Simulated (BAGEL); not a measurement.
**A workflow on SiH2O2 (SMILES O[Si]O)**

Aim: the energy (HF/def2-SVP), then the energy (NEVPT2(2,2)/def2-SVP), then a single-point energy (CASPT2(2,2)/def2-SVP) of SiH2O2. 

The calculation is run with BAGEL 1.2.2.

1 further run of the same task is left out (set aside as unsound or not needed).

## Step 1: The structure to begin with

SiH2O2 has 5 atoms, charge 0, and is taken as a singlet. SMILES: `O[Si]O`. The O1–Si2 distance was set to 3.120 Å, away from the relaxed value. At this shape a bond of the SMILES string is far longer than usual.

Bond lengths: Si2–O3 1.663 Å, O1–H4 0.964 Å, O3–H5 0.960 Å. Angles: Si2–O3–H5 116.1°.

## Step 2: The energy at HF/def2-SVP (density fitting with svp-jkfit) (run 1)

hf.json reads:

```json
{ "bagel": [

{
  "title": "molecule",
  "basis": "svp",
  "df_basis": "svp-jkfit",
  "angstrom": true,
  "geometry": [
    { "atom": "O", "xyz": [   -2.551273,    0.511526,   -1.033425 ] },
    { "atom": "Si", "xyz": [   -0.212000,   -0.791300,    0.567700 ] },
    { "atom": "O", "xyz": [    1.036000,    0.187500,    0.068600 ] },
    { "atom": "H", "xyz": [   -2.339973,    1.266026,   -1.594525 ] },
    { "atom": "H", "xyz": [    1.901100,   -0.013100,    0.433400 ] }
  ]
},
{ "title": "hf" },
{ "title": "print", "file": "orbitals.molden", "orbitals": true }

]}
```

The run is started by

```bash
$ BAGEL_NUM_THREADS=1 BAGEL hf.json > hf.out
```

Log:

```text
* using 1 threads per process

  ===============================================================
  ===============================================================

  *** Geometry ***

  { "atom" : "O", "xyz" : [     -4.821207,      0.966644,     -1.952890 ] },
  { "atom" : "Si", "xyz" : [     -0.400622,     -1.495340,      1.072798 ] },
  { "atom" : "O", "xyz" : [      1.957756,      0.354324,      0.129635 ] },
  { "atom" : "H", "xyz" : [     -4.421908,      2.392442,     -3.013216 ] },
  { "atom" : "H", "xyz" : [      3.592558,     -0.024755,      0.819007 ] },

  Number of auxiliary basis functions:      318

  Since a DF basis is specified, we compute 2- and 3-index integrals:
    o Being stored without compression. Storage requirement is 0.008 GB

  Number of basis functions:       56
  Number of electrons      :       32

    * METHOD: MOLECULE                             0.07

  *** RHF ***

  === Nuclear Repulsion ===
    79.8286342896

      * DIIS with orbital gradients will be used.

  === RHF iteration (svp) ===
      0       -439.03064209          0.03893631           0.02
      1       -435.77609051          0.08515261           0.02
      2       -439.32669576          0.01982201           0.02
[... 15 lines of this table left out ...]
     18       -439.45254139          0.00000000           0.02
    * SCF iteration converged.

    * Permanent dipole moment:
           (   -3.060812,     1.129885,    -1.629966) a.u.

    * METHOD: HF                                   0.40

    * METHOD: PRINT                                0.01

  ===============================================================
```

Wall time 0.71 s (1 thread of Arm Neoverse V2, shared host); peak memory 0.14 GiB.

## Step 3: The energy at NEVPT2(2,2)/def2-SVP (density fitting with svp-jkfit) (run 2)

input.json reads:

```json
{ "bagel": [

{
  "title": "molecule",
  "basis": "svp",
  "df_basis": "svp-jkfit",
  "angstrom": "true",
  "geometry": [
    { "atom": "O", "xyz": [      -2.551273,       0.511526,      -1.033425 ] },
    { "atom": "Si", "xyz": [      -0.212000,      -0.791300,       0.567700 ] },
    { "atom": "O", "xyz": [       1.036000,       0.187500,       0.068600 ] },
    { "atom": "H", "xyz": [      -2.339973,       1.266026,      -1.594525 ] },
    { "atom": "H", "xyz": [       1.901100,      -0.013100,       0.433400 ] }
  ]
},

{
  "title": "hf"
},

{
  "title": "nevpt2",
  "nstate": 1,
  "nact": 2,
  "nclosed": 15,
  "active": [16, 18],
  "maxiter": 200,
  "natocc": "true",
  "ncore": 7
},

{
  "title": "print",
  "file": "orbitals.molden",
  "orbitals": "true"
}

]}
```

The run is started by

```bash
$ BAGEL_NUM_THREADS=1 BAGEL input.json > input.out
```

Log:

```text
* using 1 threads per process

  ===============================================================
  ===============================================================

  *** Geometry ***

[... 29 lines left out ...]
    * SCF iteration converged.
[... 1 line left out ...]
    * Permanent dipole moment:
[... 28 lines left out ...]
    * Second-order optimization converged. *
[... 9 lines left out ...]
     * ci vector, state   0, <S^2> = 0.0000
       2.     0.8689012188
       .2    -0.4949855271

  === DF-NEVPT2 calculation ===

    * 3-index integral transformation done
    * assembly done

      NEVPT2 correlation energy:   -0.4158507030      0.04

          (+0)     -0.3285874334
          (+0)'    -0.0213190838
          (+1)     -0.0152073288
          (+1)'    -0.0000000000
          (+2)     -0.0004566733
          (-1)     -0.0493903431
          (-1)'     0.0000000000
          (-2)     -0.0008898405

      NEVPT2 total energy:       -439.9413875210

    * METHOD: NEVPT2                               2.18

    * METHOD: PRINT                                0.01

  ===============================================================
```

Run time: 2.9 s. Hardware: 1 thread of Arm Neoverse V2, shared host; peak memory 0.14 GiB.

## Step 4: The energy at CASPT2(2,2)/def2-SVP (density fitting with svp-jkfit) (run 3)

input.json reads:

```json
{ "bagel" : [

{
  "title" : "molecule",
  "basis" : "svp",
  "df_basis" : "svp-jkfit",
  "angstrom" : true,
  "geometry" : [
    { "atom" : "O", "xyz" : [   -2.551273,    0.511526,   -1.033425 ] },
    { "atom" : "Si", "xyz" : [   -0.212000,   -0.791300,    0.567700 ] },
    { "atom" : "O", "xyz" : [    1.036000,    0.187500,    0.068600 ] },
    { "atom" : "H", "xyz" : [   -2.339973,    1.266026,   -1.594525 ] },
    { "atom" : "H", "xyz" : [    1.901100,   -0.013100,    0.433400 ] }
  ]
},
{ "title" : "hf" },
{ "title" : "casscf", "nstate" : 1, "nact" : 2, "nclosed" : 15, "active" : [16, 18], "maxiter" : 200, "natocc" : true },
{ "title" : "print", "file" : "orbitals.molden", "orbitals" : true },
{ "title" : "smith", "method" : "caspt2", "ms" : true, "xms" : true, "sssr" : true, "shift" : 0.2, "shift_imag" : true, "ncore" : 7 }

]}
```

The run is started by

```bash
$ BAGEL_NUM_THREADS=1 BAGEL input.json > input.out
```

Log:

```text
* using 1 threads per process

  ===============================================================
  ===============================================================

  *** Geometry ***

[... 31 lines left out ...]
    * Permanent dipole moment:
[... 37 lines left out ...]
     * ci vector, state   0, <S^2> = 0.0000
[... 21 lines left out ...]
       #      aibj      arbs      arbi      airj      risj      airs      arst      rist         Etot      error   time
[... 8 lines left out ...]
      ------------------------------------------------------------------------------------------------------------------

    * CASPT2 energy : state  0     -439.9473688477
        w/o shift correction       -439.9451421421
        reference weight              0.8845787862

    * METHOD: SMITH                                0.16

  ===============================================================
```

It took 3 s on 1 thread of Arm Neoverse V2, shared host; peak memory 0.14 GiB.

## Step 5: What came out

| quantity | value |
| --- | --- |
| run 1, HF/def2-SVP: total energy | -439.45254 Eh |
| run 1, HF/def2-SVP: dipole moment | 9.27 D |
| run 1, HF/def2-SVP: HOMO energy | -7.63 eV |
| run 1, HF/def2-SVP: LUMO energy | -0.24 eV |
| run 1, HF/def2-SVP: HOMO–LUMO gap | 7.39 eV |
| run 2, NEVPT2(2,2)/def2-SVP: total energy | -439.94139 Eh |
| run 3, CASPT2(2,2)/def2-SVP: total energy | -439.94737 Eh |

One bond (run 1, HF/def2-SVP) is far stretched, which a spin-restricted single reference describes badly; a broken-symmetry solution may lie lower.
